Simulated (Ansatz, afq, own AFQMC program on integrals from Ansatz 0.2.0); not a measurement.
Integrals from Ansatz 0.2.0, then the random walk in our own AFQMC program (afq).

```yaml
crystal:
  periodic: [false, false, false]
  atoms:
    - {symbol: Si, position_ang: [0.000000, -0.409321, 3.112677]}
    - {symbol: Ge, position_ang: [0.000000, -0.551157, -1.306047]}
    - {symbol: H, position_ang: [0.000000, 0.960477, -1.806631]}
basis:
  gaussian: {orbitals: cc-pVDZ}
magnetization: {spin_polarized: true, initial_magnetization: 3}
correlation: {method: ccsd_t, electrons: outside_noble_gas, hamiltonian_folder: ham}
```

```sh
$ ansatz run in.yaml --threads 1 --pin off --events-out ev --progress --plain --max-ram 1382MiB
```

Options of the walk:

```
--method phaseless --trial cid --walkers 10 --populations 1 --least-time 40 --time-step 0.0025 --steps-per-block 5 --equilibration-blocks 240 --max-blocks 4800 --target-error 0.00144 --factor-cut 1e-05 --start spin_pure --seed 4930 --taylor-order 4
```

Times are imaginary, in 1/Eh. The walk had a cap of 268 s. Filled inner d shells are frozen with the cores.

Output of the walk:

```
orbitals 31  electrons 6 3  factors 207 of 559
reference energy -2364.71497552 Eh
CCSD correlation -0.14710394 Eh in 20 cycles, weight of the determinant in the CISD state 0.8767
energy of the start -2364.864091 Eh
 block  time / (1/Eh)  mean weight  energy / Eh
     1     0.013  0.9999  -2364.863888
     2     0.025  0.9979  -2364.863804
     3     0.037  1.0011  -2364.863668
     4     0.050  1.0006  -2364.863403
     5     0.062  1.0013  -2364.863309
     7     0.088  0.9967  -2364.862743
     9     0.112  1.0018  -2364.862514
    87     1.087  1.0002  -2364.860767
   259     3.237  1.0006  -2364.865017
   431     5.388  1.0016  -2364.866501
   603     7.538  0.9985  -2364.869869
   775     9.688  1.0006  -2364.863637
   947    11.838  0.9995  -2364.870198
  1119    13.987  0.9986  -2364.863010
  1291    16.137  0.9982  -2364.868166
  1463    18.288  1.0005  -2364.863841
  1549    19.363  0.9996  -2364.860239
  1635    20.438  1.0000  -2364.861299
  1807    22.587  0.9976  -2364.865795
  1979    24.737  0.9979  -2364.874580
  2151    26.888  1.0005  -2364.866669
  2237    27.963  1.0008  -2364.875946
  2323    29.038  0.9985  -2364.867446
  2495    31.188  0.9997  -2364.867244
  2667    33.338  0.9985  -2364.863030
  2839    35.487  1.0005  -2364.863665
  3011    37.638  0.9993  -2364.869753
  3183    39.788  1.0015  -2364.865060
  3355    41.938  0.9995  -2364.863908
blocks merged  error / Eh  count
     1  0.000069  3200
     2  0.000096  1600
     4  0.000134  800
     8  0.000185  400
    16  0.000251  200
    32  0.000337  100
    64  0.000424  50
   128  0.000514  25
   256  0.000656  12
energy -2364.865802 +/- 0.000514 Eh
(rows thinned)
```

The run passed its tests (sampling time, drift between the halves within three errors, error under three times the target), which doesn't prove that it has relaxed.

Against this walk (error 14.0 meV) on the same determinant: CCSD(T) 31.8 meV higher, CCSDT(Q) 10.1 meV lower (within the noise), a separate phaseless walk with a CISD trial and standard settings 22.2 ± 16.2 meV higher (within the noise). The error is statistical and leaves out the bias of the constraint.

Cautions: constraint bias not in the error; no relativity below Rb; no spin-orbit coupling; inner d shell frozen; lower spins were not checked; so few walkers bias the energy.

The walk took 100 s on 1 thread of Arm Neoverse V1, with other jobs on the host. The log's last line is the phaseless energy.

CCSDT and higher add their correlation energy to the determinant of the CCSD(T) run, since their own runs factorise the integrals more tightly (a shift of under 2 meV). A walk keeps the symmetry of its determinant, which the program's search chose and which needn't be the lowest solution, so a lower state of the same spin and another symmetry isn't excluded.
